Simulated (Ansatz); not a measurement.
Born–Oppenheimer molecular dynamics of AlBH₃Li (6 atoms, charge 0, multiplicity 1). It starts from a relaxed structure.

Level of theory: RKS PBE0-D4/def2-SVP (Ansatz 0.2.0).

* ensemble: NVT, Langevin thermostat
* time step: 0.5 fs
* steps asked: 100
* set temperature: 300 K
* friction: 0.02 /fs
* seed: 749869

First frame:

```xyz
6
Properties=species:S:1:pos:R:3
Li -1.540 0.356 0.820
B -0.411 -0.851 -0.849
Al 0.939 0.289 0.121
H -0.721 -1.836 -1.476
H 1.486 1.744 -0.262
H 0.246 0.299 1.647
```

(1) How far do the bonds stretch over the last three quarters of this one trajectory? (Pairs bonded in most of those frames.)

Results:

(1) 
```
   bond  mean (Å)  spread (Å)  shortest  longest
 Li1–B2     2.330       0.022      2.28     2.37
Li1–Al3     2.776       0.021      2.72     2.80
 B2–Al3     2.042       0.018      2.02     2.08
  B2–H4     1.215       0.014      1.19     1.23
 Al3–H5     1.609       0.015      1.58     1.63
 Al3–H6     1.673       0.055      1.59     1.77
```

Mean temperature of the second half: 153 K. The mean temperature of the second half is 49 % below the set value. A run of 0.05 ps of so small a system gives no equilibrium averages. The orbitals stay closed-shell, which can raise the energy where a bond breaks towards radicals; this wasn't checked here.

The run took 96 s on 1 thread of Intel(R) Xeon(R) Platinum 8375C CPU @ 2.90GHz (Ice Lake), with other jobs on the host, peak memory 0.11 GiB.
